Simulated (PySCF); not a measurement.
Computed XPS line lists of a few unrelated compounds.

Theory: delta-SCF UKS SCAN, pcX-2 on the ionised atom, pcseg-1 elsewhere, spin-free X2C (PySCF). Geometries: GFN2-xTB; isolated species, one conformer each.

Line lists (1s up to Mg, 2p3/2 beyond; areas count atoms within a level, one atom standing for each set equivalent by bonding):
1. C 1s: 292.24 (area 2), 294.10 (area 1) eV; O 1s: 537.70 eV
2. C 1s: 291.47 eV; N 1s: 404.22 eV; O 1s: 538.46 eV; Si 2p3/2: 107.02 eV
3. Cl 2p3/2: 207.39 eV

Structures:
A. `Cl` (HCl)
B. `O=c1cc1` (C3H2O)
C. `CN(C)[SiH2]O` (C2H9NOSi)

Match each list to its structure.

- 1 = B: no other candidate has this set of levels. C 1s: 292.24 unsaturated ring CH carbon (×2), 294.10 ring carbonyl carbon; O 1s: 537.70 carbonyl oxygen.
- 2 = C: no other candidate has this set of levels. C 1s: 291.47 N-methyl carbon (×2); N 1s: 404.22 silicon-bound nitrogen; O 1s: 538.46 silanol oxygen; Si 2p3/2: 107.02 oxygen-bound silicon.
- 3 = A: no other candidate has this set of levels. Cl 2p3/2: 207.39 chlorine bonded to H.

The 2p values aren't plain energy differences: one relaxed spin-free 2p hole is combined with a matrix within the shell (ground-state 2p orbital-energy differences and spin–orbit coupling). 2p3/2, the mean of its two sublevels, lies a third of the splitting below the shell's mean and 2p1/2 two thirds above it; the statistical areas are 2:1.
